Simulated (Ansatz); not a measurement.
## A barrier at the coupled-cluster level

Start structure (CH₆SSi, closed shell), relaxed at PBE0-D4/def2-TZVP:

| atom | x (Å) | y (Å) | z (Å) |
| --- | --- | --- | --- |
| Si1 | -0.7547 | -0.4100 | 0.7684 |
| C2 | 1.0327 | -0.9713 | 0.3342 |
| H3 | -1.5533 | 0.6836 | -1.9614 |
| S4 | -0.7723 | 1.2542 | -1.0248 |
| H5 | -0.3528 | 0.8316 | 1.5746 |
| H6 | 1.0399 | -1.7015 | -0.4795 |
| H7 | 1.4009 | -1.4974 | 1.2240 |
| H8 | 1.7489 | -0.1781 | 0.1091 |
| H9 | -1.7893 | 1.9889 | -0.5445 |

The step: CH₄Si ([CH3][SiH]) + H₂S → CH₆SSi ([CH3][SiH2][SH]); bonds formed: Si1–H3; dative contacts that become bonds: Si1–S4; bonds broken: H3–S4. Computed with Ansatz 0.2.0 (basis: def2-TZVPP and def2-QZVPP); correlated methods freeze the cores. Extrapolation: Hartree–Fock as exp(−7.88 √X), correlation as X^−2.97. Energies below are by CCSD(T) at an estimated basis limit (MP2 extrapolated from triple and quadruple zeta, plus CCSD(T) − MP2 in triple zeta).

(1) What are the electronic barrier and the energy of the step, from the start structure to the end structure? (Judge from chemistry; the value comes from the calculation.)

T1 diagnostic: at most 0.016. The restricted Hartree–Fock reference is unstable towards an unrestricted one at one or more of these structures.

Results:

(1) Computed: Barrier 43.6 kJ/mol; step energy -243.5 kJ/mol (downhill); reverse barrier, their difference, 287.1 kJ/mol. Barrier and step energy count from the start structure, the reverse barrier from the end structure.

The saddle point: One imaginary mode of 423i cm⁻¹.
| pair | start (Å) | saddle (Å) | end (Å) |
| --- | --- | --- | --- |
| Si1–H3 | 3.05 | 1.78 | 1.49 |
| Si1–S4 | 2.45 | 2.59 | 2.14 |
| H3–S4 | 1.35 | 1.49 | 3.00 |

Zero-point energy (harmonic, PBE0-D4): ZPE is 163.4 kJ/mol at the start and 154.8 kJ/mol at the saddle, so the barrier goes from 43.6 to 34.9 kJ/mol.

First-order rate constant out of the start structure at 498 K by transition-state theory, with harmonic vibrational free energies alone and no tunnelling: ΔA‡ = 37.4 kJ/mol, so k = (kB T/h) exp(−ΔA‡/kB T) ≈ 10^9 s⁻¹ (an order of magnitude at best: rotation, the number of equivalent paths and anharmonicity are left out).

Losses and insertions of silylenes and their heavier kin drive the gas-phase chemistry of silicon and germanium vapour deposition.

Labels in which every atom is bracketed show which atoms are joined, not bond orders.

For scale, one of the runs: CCSD(T)/def2-TZVPP, 199 basis functions, launched by `ansatz run in.yaml --threads 2 --pin off --events-out ev --progress --plain --max-ram 4352MiB`. Hardware: 2 CPU threads of an Arm Neoverse V2, shared host. Wall time 37 s; peak host memory 2.2 GiB.
